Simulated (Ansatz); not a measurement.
System: C$_{4}$H$_{4}$N, net charge -1, singlet state. It need not be the lowest isomer of its formula. Whether it binds its extra electron was not tested at this geometry. 
Coordinates optimised at B3LYP-D3(BJ)/def2-TZVP (Ansatz, a quantum-chemistry and plane-wave program):
```xyz
9

H      0.0205     0.0559     2.1175
N      0.0108     0.0669     1.1138
C      0.0032     1.2528     0.3797
C      0.0038    -1.0883     0.3491
C     -0.0094     0.7572    -0.9386
C     -0.0091    -0.6718    -0.9643
H      0.0084    -2.0796     0.7818
H     -0.0183     1.3838    -1.8237
H     -0.0172    -1.3276    -1.8273
```
Charge -1, spin multiplicity 1.

Parts of the frozen-core correlation energy in 6-31G* (Ansatz, hartree). Frozen orbitals: 5; correlated occupied orbitals by spin: 13 and 13; virtual: 65 and 65. No spin-orbit coupling. Non-relativistic.

```
term                            value
-------------------------  ----------
reference (HF)             -208.12935
MP2 opposite-spin          (withheld)
MP2 same-spin              (withheld)
CCSD correlation           (withheld)
(T)                          -0.03021
T1 diagnostic                   0.014
largest doubles amplitude       0.068
```

### Question
What belongs in the gaps?

### Answer

- MP2 opposite-spin, value: -0.49574
- MP2 same-spin, value: -0.18215
- CCSD correlation, value: -0.70399
